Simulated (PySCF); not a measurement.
These are M06-2X/def2-TZVP in PySCF values and carry that method's errors. Gas-phase values, no solvent. 

Reference species (SMILES): `[SiH3]` (neutral, multiplicity 2).

The dipole moment is 0.17 D and the highest occupied spin orbital comes out as -7.19 eV.

Changed species: `[SiH3][BH]` (radical fragment; the reference has radical fragment).

### Question
What does the change do to the dipole moment and highest occupied spin orbital?

### Answer
the dipole moment increases by 0.28 D, to 0.45 D; the highest occupied spin orbital increases by 0.47 eV, to -6.72 eV.
